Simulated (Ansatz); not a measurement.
For rock-salt KI, LDA in Ansatz (plane waves, PAW) gives:

```
Property                                    Value
---------------------------------  --------------
equilibrium lattice constant a            6.818 Å
bulk modulus B0                          16.0 GPa
cohesive energy                      2.95 eV/atom
band gap at the measured cell             3.61 eV
electronic dielectric constant ε∞            3.12
TO(Γ) frequency                          115 cm⁻¹
elastic constant C11                     40.3 GPa
elastic constant C44                     3.57 GPa
Voigt–Reuss–Hill shear modulus           7.35 GPa
formation enthalpy                 -1.493 eV/atom
```

Q: What does r²SCAN (PAW; Ansatz, a program for electronic structure) give for the same quantities?

A: 
- lattice constant a: 7.092 Å (grows by 4.0 %)
- bulk modulus: 12.4 GPa (drops by 22 %)
- cohesive energy: 2.76 eV/atom (drops by 0.19 eV/atom)
- band gap at the measured cell: 4.61 eV (grows by 1.00 eV)
- high-frequency dielectric constant: 2.73 (drops by 13 %)
- zone-centre TO phonon frequency: 101 cm⁻¹ (decreases by 12 %)
- elastic constant C11: 30.4 GPa (shrinks by 25 %)
- elastic constant C44: 3.95 GPa (rises by 11 %)
- Voigt–Reuss–Hill shear modulus: 6.63 GPa (decreases by 9.8 %)
- formation enthalpy: -1.710 eV/atom (moves by -0.217 eV/atom)

For comparison: bulk modulus 12.7 GPa (measured, 4 K, zero-point motion not removed; as tabulated in Doll and Stoll (1998), arXiv:cond-mat/9801031); band gap 6.1 eV (measured, temperature not stated, no zero-point or thermal correction, our sources range from 6.10 to 6.17; as tabulated in Aguado et al. (1998), arXiv:cond-mat/9809176); high-frequency dielectric constant 2.65 (measured, 297 K, copied from a table, unchecked, long-wavelength limit of the electronic terms of a dispersion formula fitted to measured refractive indices over 0.25-50.0 um; lattice terms left out; as tabulated in Li (1976), doi:10.1063/1.555536); zone-centre TO phonon frequency 101 cm⁻¹ (measured, temperature not stated, no zero-point or thermal correction, an angular frequency; as tabulated in Stupka (2014), arXiv:1601.08107); elastic constant C11 27.6 GPa (measured, temperature not stated, not corrected to a static lattice; as tabulated in Oses et al. (2018), arXiv:1811.08464); elastic constant C44 3.7 GPa (measured, temperature not stated, not corrected to a static lattice; as tabulated in Oses et al. (2018), arXiv:1811.08464); formation enthalpy -1.699 eV/atom (measured, 298 K, copied from a table, unchecked, not corrected to a static lattice; as tabulated in Wang et al. (2021), doi:10.1038/s41598-021-94550-5).

Changes are worked out from the printed values.

Unless a cell is named, each level is at its own relaxed cell (LDA 39.61, r²SCAN 44.60 Å³/atom).

Levels without +SOC leave out spin–orbit coupling, which shifts energies and cells of such heavy elements.

Spin–orbit coupling is included only where a level's name says +SOC; with heavier elements it mostly lowers gaps and can invert bands. Density-functional gaps are differences of (generalised) Kohn–Sham levels.

Ansatz's density-functional and Hartree–Fock values are scalar-relativistic unless marked +SOC, with PAW data made under PBE.
